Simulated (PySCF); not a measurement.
Gas-phase reaction: 6 CH₂Cl₂ + C₆H₆ → 3 CCl₄ + 3 C₃H₆ (propylene)

Computed with PySCF (xtb for GFN2) and rigid-rotor harmonic-oscillator thermochemistry at 1 bar. The comparison is the NASA 1993 polynomial table, which mixes measured and estimated data. † marks an energy on the PBE0/def2-TZVP geometry and frequencies; other levels use their own. MP2 freezes the core. 6-31G* has spherical d functions here. All species are closed-shell singlets. B3LYP is the form with VWN-RPA correlation. MP2 isn't extrapolated to the basis-set limit; its ΔH°(298 K) is 231.9 kJ in def2-SVP and 276.1 kJ in def2-TZVPP. The harmonic model lacks anharmonicity and excited electronic states, which grow with temperature; levels with a mode under 35 cm⁻¹ are left out. Internal rotation in C₃H₆ (propylene) is treated as a harmonic vibration of one conformer, which makes the entropy rough.

```tsv
level	ΔH°(298 K), kJ	minus table	ΔG°(800 K), kJ
table	261.2	-	378.0
B3LYP/6-31G*	348.5	87.3	468.5
BLYP/def2-TZVP†	293.3	32.1	413.4
GFN2-xTB	163.9	-97.3	272.3
HF/def2-TZVP†	375.5	114.3	495.6
M06-2X/def2-TZVP†	287.5	26.3	407.6
MP2/def2-SVP†	231.9	-29.3	352.1
PBE0/def2-TZVP	301.3	40.1	421.4
LDA/def2-TZVP†	228.6	-32.6	348.8
ωB97M-V/def2-TZVP†	262.5	1.3	382.6
```
